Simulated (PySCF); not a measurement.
SF: energy against distance

Set-up: basis S def2-SVPD, F def2-SVPD; no relativity; PySCF 2.14. Energies in eV from S + F in their ground configurations at the same level. State: ²Π (doublet), unpaired electrons π ↑.

All columns are B2PLYP. A positive dipole means S(−)F(+).

```
R (Å)  E (eV)  μ (D)  Mulliken charge on S (basis-dependent)  HOMO (eV)  LUMO (eV)  Mayer bond order  ⟨S²⟩
1.401  -2.038   0.17                                    0.33      -7.80      -2.30              0.81  0.76
1.466  -2.761  -0.24                                    0.38      -8.08      -2.56              0.76  0.76
1.531  -3.171  -0.62                                    0.42      -8.34      -2.80              0.73  0.76
1.580  -3.328  -0.90                                    0.44      -8.53      -2.97              0.72  0.76
1.629  -3.388  -1.17                                    0.46      -8.70      -3.13              0.72  0.76
1.678  -3.373  -1.42                                    0.47      -8.86      -3.27              0.72  0.76
1.743  -3.267  -1.75                                    0.47      -9.07      -3.46              0.73  0.76
1.825  -3.040  -2.13                                    0.47      -9.30      -3.66              0.75  0.76
1.922  -2.687  -2.54                                    0.46      -9.54      -3.87              0.77  0.76
2.053  -2.069  -2.77                                    0.41      -9.68      -3.98              0.75  0.86
```

A fit through these points gives, at Re = 1.642 Å, μ = -1.24 D and dμ/dR = -5.29 D/Å; the reduced mass is 11.92 u.

**Question.** How strong is the fundamental in the double-harmonic approximation, I = 42.26·(dμ/dR)²/μred km/mol?

**Answer.** I = 42.26·(-5.29)²/11.92 = 99.2 km/mol at B2PLYP.

Correlated steps freeze 6 core orbitals. B2PLYP dipoles, levels and charges come from its SCF part alone. The state was picked by a PBE0 search and need not be the measured ground state.
